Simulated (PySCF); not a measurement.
CH2Cl2. Atoms are numbered in the order given.

```xyz
5

Cl    -1.4688     0.0000     0.2146
C      0.0000     0.0000    -0.7593
Cl     1.4688     0.0000     0.2146
H      0.0000     0.8970    -1.3708
H      0.0000    -0.8970    -1.3708
```
Charge 0, spin multiplicity 1.

The structure is a stationary point at PBE0-D3(BJ)/def2-TZVP.

All values below come from TDDFT-PBE/def2-SVPD (PySCF).

Vertical excitations. The molecule is in vacuum. State labels are in the subgroup C2v.

| state | symmetry | energy (eV) | λ (nm) | f | main pairs |
|---|---|---|---|---|---|
| S1 | B2 | 6.29 | 197 | 0.000 | HOMO→LUMO 99 % |
| S2 | B1 | 6.70 | 185 | 0.034 | HOMO−1→LUMO 97 % |
| S3 | A2 | 6.84 | 181 | 0.000 | HOMO−2→LUMO 83 %, HOMO→LUMO+1 17 % |
| S4 | A1 | 7.06 | 176 | 0.000 | HOMO−3→LUMO 85 %, HOMO−1→LUMO+1 14 % |
| S5 | A2 | 7.25 | 171 | 0.000 | HOMO→LUMO+1 82 %, HOMO−2→LUMO 17 % |
| S6 | A1 | 7.46 | 166 | 0.009 | HOMO−1→LUMO+1 85 %, HOMO−3→LUMO 13 % |
| S7 | B2 | 7.48 | 166 | 0.013 | HOMO→LUMO+2 100 % |
| S8 | B1 | 7.74 | 160 | 0.085 | HOMO−1→LUMO+2 95 % |
| S9 | B2 | 7.82 | 159 | 0.012 | HOMO−2→LUMO+1 98 % |
| S10 | A2 | 8.10 | 153 | 0.000 | HOMO−2→LUMO+2 100 % |
| T1 | B2 | 5.86 | 211 | 0 | HOMO→LUMO 99 % |
| T2 | B1 | 6.01 | 206 | 0 | HOMO−1→LUMO 99 % |
| T3 | A2 | 6.44 | 193 | 0 | HOMO−2→LUMO 85 %, HOMO→LUMO+1 15 % |
| T4 | A1 | 6.57 | 189 | 0 | HOMO−3→LUMO 96 % |
Triplets are in the Tamm–Dancoff approximation, which puts them higher than full response would, so one can lie above its singlet here.
